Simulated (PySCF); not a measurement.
# MgF: script and output

File input.py (PySCF 2.14):

```python
from pyscf import gto, scf

mol = gto.M(
    atom='Mg 0 0 0; F 0 0 1.649',
    basis='cc-pcvdz',
    charge=0,
    spin=1,
    verbose=3,
)
mf = scf.UHF(mol)
mf.kernel()
mf.nuc_grad_method().kernel()
mf.dip_moment()
print('orbital energies (hartree):', [e[max(0, n-3):n+3].round(4) for e, n in zip(mf.mo_energy, mol.nelec)])
```

```bash
$ OMP_NUM_THREADS=1 python input.py
```

Output (some set-up lines and the per-cycle HOMO/LUMO lines with their warnings removed):

```
converged SCF energy = -299.097373014336  <S^2> = 0.75041819  2S+1 = 2.0004181
--------------- UHF gradients ---------------
         x                y                z
0 Mg    -0.0000000000     0.0000000000     0.0587596389
1 F     0.0000000000    -0.0000000000    -0.0587596389
----------------------------------------------
Dipole moment(X, Y, Z, Debye): -0.00000,  0.00000, -2.75635
orbital energies (hartree): [array([-0.5461, -0.5461, -0.2826,  0.0409,  0.0409,  0.1025]), array([-0.5707, -0.547 , -0.547 ,  0.007 ,  0.0737,  0.0737])]
```

In short: E(SCF) = -299.097373 Eh, ⟨S²⟩ = 0.750, μz(SCF) = -2.76 D, gradient on the second atom -0.0588 Eh/bohr.

Hardware: Intel Xeon Platinum 8488C, 1 thread, shared host. Wall time 1.2 s, peak memory 0.12 GiB.

The bond length is a typed value, not an optimised one. No search for the lowest solution was made.
